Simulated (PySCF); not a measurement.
**Electronic absorption of C4H4F2**

C₄H₄F₂.
SMILES: `C#CCC(F)F`

Method: TDDFT CAM-B3LYP/def2-SVPD, vertical, gas phase, core orbitals frozen in the response in PySCF. The structure is a single PBE0-D3(BJ)/def2-SVP conformer in the gas phase; no vibrational or solvent corrections. Torsions of this conformer, `[CH:1]#[C:2][CH2:3][CH:4]([F:5])[F:6]`: C2–C3–C4–F5 178°.

```
state  E (eV)  λ (nm)       f     main configurations (H = HOMO, L = LUMO)
   S1    6.48   191.4  0.0000        H→L+1 (56%), H→L (17%), H-1→L+2 (12%)
   S2    6.79   182.6  0.0018      H→L+2 (37%), H-1→L+1 (33%), H-1→L (12%)
   S3    6.85   181.0  0.0004    H-1→L+2 (64%), H-1→L+3 (13%), H→L+1 (10%)
   S4    7.80   158.9   0.032                       H→L (66%), H→L+1 (21%)
   S5    7.88   157.3   0.056                   H-1→L (72%), H-1→L+1 (15%)
   S6    8.69   142.7  0.0088        H→L+4 (53%), H→L+5 (19%), H→L+3 (14%)
   S7    8.76   141.5   0.024  H-1→L+4 (42%), H-1→L+3 (19%), H-1→L+5 (15%)
   S8    9.01   137.7   0.015                 H-1→L+3 (49%), H-1→L+4 (28%)
   S9    9.02   137.5   0.011        H→L+3 (50%), H→L+4 (24%), H→L+2 (12%)
  S10    9.33   132.8   0.181       H-1→L+5 (30%), H→L+5 (22%), H→L+2 (9%)
```

Triplets (Tamm–Dancoff): T1 5.34 eV, H-1→L+1 (36%), H→L+2 (32%), H-1→L (8%); T2 5.84 eV, H→L+1 (44%), H-1→L+2 (24%), H→L (12%); T3 5.86 eV, H→L+2 (41%), H-1→L+1 (29%), H→L+3 (8%); T4 6.58 eV, H-1→L+2 (50%), H→L+1 (22%), H-1→L+3 (10%).

The lowest singlet comes at 191 nm (625 kJ/mol) in the vacuum ultraviolet; it is dark (f under 0.0005); its leading configuration is HOMO→LUMO+1 (56%). The strongest level in the table is S10 at 9.33 eV (133 nm, f = 0.181). It is the last of those listed, so stronger ones may follow. Löwdin shares by element: HOMO carbon 90% or more, hydrogen 4% or more; LUMO carbon 65% (atoms not listed hold the other 35%). The oscillator strengths of these states sum to 0.331; summed over the whole spectrum of an exact calculation they would give the number of electrons, 46 (Thomas–Reiche–Kuhn). Orbital energies (eV): HOMO-3 -13.22, HOMO-2 -11.76, HOMO-1 -9.65, HOMO -9.59, LUMO 1.22, LUMO+1 1.79, LUMO+2 1.83. Weighted by f, the mean energy of these states is 8.84 eV. All these states lie below the vertical ionisation energy of 10.75 eV (ΔSCF). Singlets were solved by full linear response, triplets in the Tamm–Dancoff approximation.

Hardware: one thread, Arm Neoverse V2, on a shared host. Cost: 49 s of wall time.
